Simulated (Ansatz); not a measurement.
Computed with Ansatz on PBE0-D4/def2-TZVP structures; ΔE is electronic, products minus reactants. CBS: MP2 limit from def2 TZ/QZ plus the TZ coupled-cluster correction, frozen cores. This one scheme is used for every species. DFT in def2-TZVPP. Each species was taken in one conformer, which may not be the lowest.

Reaction (formal hydrolysis of a C–C bond): `CC(F)CF` + H₂O → `OC(F)CF` + CH₄

```tsv
level	ΔE (kJ/mol)
revPBE-D4	2.0
r2SCAN-D4	-1.9
ωB97M-V	2.1
MP2/def2-TZVPP	9.8
```

Q: What does CCSD(T)/CBS give? (Best estimate.)

A: The calculation gave: +11.8 kJ/mol. The listed levels differ from it by -9.8, -13.7, -9.7, -2.0 kJ/mol.

Largest T1 diagnostic among the species: 0.011.

From PBE to PBE0 (25 % exact exchange), in def2-TZVPP and without D4, ΔE moves by +3.1 kJ/mol. Leaving LDA and LC-ωPBE aside and taking each functional with its dispersion term where it has one, the values, not all of them listed here, spread over 7.3 kJ/mol, from r2SCAN-D4 to PBE-QIDH. In def2-TZVPP, CCSD(T) changes the Hartree–Fock value by +7.9 kJ/mol (the triples alone add −0.6 kJ/mol) and MP2 by +12.1 kJ/mol.
